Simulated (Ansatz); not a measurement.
The first iterations of a band of CH$_{7}$AlS (10 atoms, charge 0, multiplicity 1).

Computed with RKS PBE0/def2-SVP in Ansatz.

```
movable images  : 9
climbing image  : yes
spring          : 5.0 eV/Å²
optimiser       : quadratic models (default)
start path      : through a guess of the saddle point
force threshold : 0.05 eV/Å
iteration limit : 60
end points      : relaxed
```

First end point:

```xyz
10
Properties=species:S:1:pos:R:3
Al 0.088 -0.083 0.250
C -0.128 0.285 2.178
H -1.131 0.029 2.559
H 0.616 -0.236 2.804
H 0.010 1.364 2.368
H 1.567 -0.168 -0.359
H -1.126 0.251 -0.741
S -0.312 -2.644 0.201
H -1.444 -2.688 0.938
H 0.468 -2.998 1.247
```

Last end point:

```xyz
10
Properties=species:S:1:pos:R:3
Al 0.020 -0.752 -0.313
C 0.008 -0.032 2.609
H -0.925 0.191 3.141
H 0.857 -0.029 3.305
H 0.178 0.743 1.846
H 1.486 -0.166 -0.417
H -1.310 0.099 -0.453
S -0.142 -2.942 -0.225
H -1.494 -2.958 -0.220
H -0.071 -1.042 2.171
```

| iteration | highest image above the first end (eV) | largest band force component (eV/Å) |
| --- | --- | --- |
| 1 | 5.269 | 27.335 |
| 2 | 1.818 | 8.851 |
| 3 | 1.177 | 4.413 |
| 4 | 0.801 | 1.361 |

Task: Does the band converge within its limit, and where does its top end?

Result: The forces met the threshold. It ended after 12 iterations with the highest image 0.625 eV above the first end. A vibrational analysis at the climbing image gives one clearly imaginary mode, 987i cm⁻¹: a first-order saddle point. The orbitals stay closed-shell, which can raise the energy where a bond breaks towards radicals; this wasn't checked here.

Run time: 2.8 min on 2 threads of Arm Neoverse V2, with other jobs on the host, peak memory 0.16 GiB.
